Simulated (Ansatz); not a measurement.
A nudged elastic band was laid between two geometries of BH4N + H2 (8 atoms, charge 0, multiplicity 1).

The calculation used RKS PBE/cc-pVDZ (Ansatz).

```json
{
 "movable images": "9",
 "climbing image": "yes",
 "spring": "5.0 eV/Å²",
 "optimiser": "quadratic models (default)",
 "start path": "through a guess of the saddle point",
 "force threshold": "0.03 eV/Å",
 "iteration limit": "60",
 "end points": "relaxed"
}
```

Initial state:

```xyz
8
Properties=species:S:1:pos:R:3
B 0.121 -0.906 0.239
N 0.023 -0.178 1.427
H -0.859 -0.009 1.913
H 0.829 0.215 1.916
H 1.219 -1.070 -0.257
H -0.894 -1.351 -0.259
H -0.439 3.302 1.286
H -0.340 2.554 1.134
```

Final state:

```xyz
8
Properties=species:S:1:pos:R:3
B 0.078 0.218 0.094
N -0.156 0.415 1.710
H -0.445 -0.462 2.166
H 0.700 0.733 2.187
H 0.975 -0.619 -0.001
H -1.004 -0.172 -0.343
H 0.401 1.330 -0.322
H -0.888 1.112 1.910
```

(1) What changes between the two ends?

(2) What energy profile does the band end with?

(3) What is the geometry of the highest image?

(4) What are the harmonic wavenumbers there?

The band took 16 iterations and roughly 120 core-seconds.

Results:

(1) Bonds broken: H7–H8. Bonds formed: B1–H7, N2–H8. BH4N + H2 becomes BH6N.

(2) The run converged. The highest image is number 6 of 0 to 10, 136.6 kJ/mol above the first end and 145.3 kJ/mol above the last; the last end lies 8.7 kJ/mol below the first. A vibrational analysis at the climbing image gives one clearly imaginary mode, 1184i cm⁻¹: a first-order saddle point. The orbitals stay closed-shell, which can raise the energy where a bond breaks towards radicals; this wasn't checked here.

| image | path coordinate (Å) | energy (kJ/mol) | H7–H8 (Å) | B1–H7 (Å) | N2–H8 (Å) |
| --- | --- | --- | --- | --- | --- |
| 0 | 0.00 | 0.0 | 0.77 | 4.37 | 2.77 |
| 1 | 0.69 | 0.5 | 0.77 | 4.08 | 2.82 |
| 2 | 1.37 | 1.7 | 0.77 | 3.77 | 2.92 |
| 3 | 2.06 | 3.4 | 0.77 | 3.32 | 2.91 |
| 4 | 2.74 | 11.4 | 0.77 | 2.66 | 2.58 |
| 5 | 3.43 | 51.3 | 0.78 | 1.99 | 2.09 |
| 6 | 4.12 | 136.6 | 1.00 | 1.40 | 1.42 |
| 7 | 4.71 | 47.4 | 1.62 | 1.26 | 1.05 |
| 8 | 5.31 | 1.0 | 2.31 | 1.23 | 1.03 |
| 9 | 5.90 | -4.5 | 2.45 | 1.23 | 1.03 |
| 10 | 6.50 | -8.7 | 2.59 | 1.23 | 1.03 |

(3) 
```xyz
8
Properties=species:S:1:pos:R:3
B -0.002 0.068 0.312
N -0.056 0.322 1.869
H -0.864 -0.058 2.365
H 0.810 0.165 2.387
H 1.098 -0.198 -0.136
H -0.987 -0.467 -0.163
H -0.166 1.388 -0.114
H -0.174 1.336 0.881
```

(4) 1184i, 311, 537, 708, 880, 1003, 1018, 1063, 1116, 1176, 1250, 1497, 2028, 2137, 2495, 2579, 3477, 3585 cm⁻¹.

Run time: 120 s on 1 thread of Arm Neoverse V2, with other jobs on the host, peak memory 0.1 GiB.
